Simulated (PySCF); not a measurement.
Gas-phase reaction: 2 BF3.NH3 + BF + NF3 → 3 HBNH + 5 F2

Computed with PySCF and rigid-rotor harmonic-oscillator thermochemistry at 1 bar. † marks an energy on the PBE0/def2-TZVP geometry and frequencies; other levels use their own. MP2 and CCSD(T) freeze the core. 6-31G* has spherical d functions here. All species are closed-shell singlets. B3LYP is the form with VWN-RPA correlation. Adducts (BF3.NH3) have no counterpoise correction, and HF, PBE, BLYP, B3LYP and PBE0 lack dispersion. BF3.NH3, HBNH: computed as isolated molecules; such fragments, hydroxides, amides, oligomers or adducts are transient or little studied in the gas. MP2 isn't extrapolated to the basis-set limit; its ΔH°(298 K) is 2995.9 kJ in def2-SVP and 3003.6 kJ in def2-TZVPP. CCSD(T) isn't extrapolated to the basis-set limit; its ΔH°(298 K) is 2901.8 kJ in def2-SVP and 2918.3 kJ in def2-TZVPP. The harmonic model lacks anharmonicity and excited electronic states, which grow with temperature; levels with a mode under 35 cm⁻¹ are left out. Internal rotation in BF3.NH3 is treated as a harmonic vibration of one conformer, which makes the entropy rough.

```json
[
 {"level": "B3LYP/6-31G*", "ΔE electronic, kJ": "2913", "ΔH°(298 K), kJ": "2852", "ΔS°(298 K), J/K": "575", "ΔG°(2500 K), kJ": "1416"},
 {"level": "BLYP/def2-TZVP†", "ΔE electronic, kJ": "2737", "ΔH°(298 K), kJ": "2677", "ΔS°(298 K), J/K": "577", "ΔG°(2500 K), kJ": "1236"},
 {"level": "CCSD(T)/def2-SVP†", "ΔE electronic, kJ": "2962", "ΔH°(298 K), kJ": "2902", "ΔS°(298 K), J/K": "577", "ΔG°(2500 K), kJ": "1461"},
 {"level": "CCSD(T)/def2-TZVPP†", "ΔE electronic, kJ": "2979", "ΔH°(298 K), kJ": "2918", "ΔS°(298 K), J/K": "577", "ΔG°(2500 K), kJ": "1477"},
 {"level": "HF/6-31G*", "ΔE electronic, kJ": "3182", "ΔH°(298 K), kJ": "3116", "ΔS°(298 K), J/K": "576", "ΔG°(2500 K), kJ": "1673"},
 {"level": "M06-2X/def2-TZVP†", "ΔE electronic, kJ": "3085", "ΔH°(298 K), kJ": "3025", "ΔS°(298 K), J/K": "577", "ΔG°(2500 K), kJ": "1584"},
 {"level": "MP2/def2-TZVPP†", "ΔE electronic, kJ": "3064", "ΔH°(298 K), kJ": "3004", "ΔS°(298 K), J/K": "577", "ΔG°(2500 K), kJ": "1562"},
 {"level": "PBE/def2-TZVP†", "ΔE electronic, kJ": "2842", "ΔH°(298 K), kJ": "2781", "ΔS°(298 K), J/K": "577", "ΔG°(2500 K), kJ": "1340"},
 {"level": "PBE0/def2-SVP†", "ΔE electronic, kJ": "3052", "ΔH°(298 K), kJ": "2991", "ΔS°(298 K), J/K": "577", "ΔG°(2500 K), kJ": "1550"},
 {"level": "r2SCAN/def2-TZVP†", "ΔE electronic, kJ": "2991", "ΔH°(298 K), kJ": "2931", "ΔS°(298 K), J/K": "577", "ΔG°(2500 K), kJ": "1490"},
 {"level": "ωB97X-V/def2-TZVP†", "ΔE electronic, kJ": "2991", "ΔH°(298 K), kJ": "2931", "ΔS°(298 K), J/K": "577", "ΔG°(2500 K), kJ": "1490"}
]
```
ΔH° is lowest at BLYP/def2-TZVP† and highest at HF/6-31G*. No reference value is set beside these.
